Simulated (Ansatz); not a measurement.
A made-up structure of CH₂AlO, doublet:

```xyz
5
angstrom
O 0.2353 -1.1727 1.9886
C 0.1199 -0.5930 1.0027
Al -0.0786 0.3842 -0.6462
H 0.7164 -1.9126 2.3912
H 1.0507 1.4566 -0.8615
```

It is relaxed with PBE-D4/def2-SVP and then PBE0-D4/def2-TZVP (Ansatz 0.2.0). Atoms count as bonded within 1.22 times the sum of their covalent radii (H–H: 0.88 Å). The end point is not checked to be a true minimum.

(1) Does its bonding change? (Judge from chemistry; the calculation decides.)

Results:

(1) By the calculation: No: no bond forms or breaks.

Where it ends: The first stage lowers the energy by 1.35 eV in 12 steps. It ends as CH₂AlO ([OH][C][AlH]):
```
5
angstrom
O 0.3124 -1.1179 2.2444
C 0.4607 -0.3169 1.2276
Al 0.1779 0.1203 -0.5675
H 0.3446 -2.0547 2.0044
H 0.7481 1.5316 -1.0341
```

Labels in which every atom is bracketed show which atoms are joined, not bond orders.

For scale, one of the runs: PBE0-D4/def2-TZVP relaxation, 111 basis functions, launched by `ansatz run in.yaml --threads 2 --pin off --events-out ev --progress --plain --max-ram 4352MiB`. Hardware: 2 CPU threads of an Arm Neoverse V1, shared host. Wall time about 50 s.
